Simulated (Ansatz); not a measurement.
A structure relaxed at B3LYP-D4/def2-TZVPD in Ansatz, charge -1, doublet:

```tsv
atom	x (Å)	y (Å)	z (Å)
C1	0.251	-0.380	-0.521
C2	-0.711	-0.145	0.625
C3	0.240	0.857	0.352
H4	-0.814	-0.771	1.513
H5	1.131	-1.035	-0.444
H6	0.080	1.882	0.009
H7	-0.177	-0.408	-1.533
```

Q: Give its formula and point group.

A: the cluster C₃H₄⁻. Point group C2 (tolerance 0.1 Å).

Q: Summarise the bond lengths by kind (pairs closer than 1.2 times the sum of covalent radii, bridged metal pairs left out).

A: 3 × C–C 1.41 to 1.52 Å; 4 × C–H 1.09 to 1.10 Å.

The highest occupied level of the charge -1 doublet lies above zero (up to 2.11 eV). It is a level of α spin, whose loss leaves a singlet; that state wasn't run at this geometry and level. The electron is either unbound and held by the finite basis, or the level is raised by self-interaction error. The relaxation made no stability test and no search for a lower SCF solution. Another isomer (doublet) lies 0.67 eV lower at PBE0-D4/def2-TZVPD; other spin states weren't run for this one.
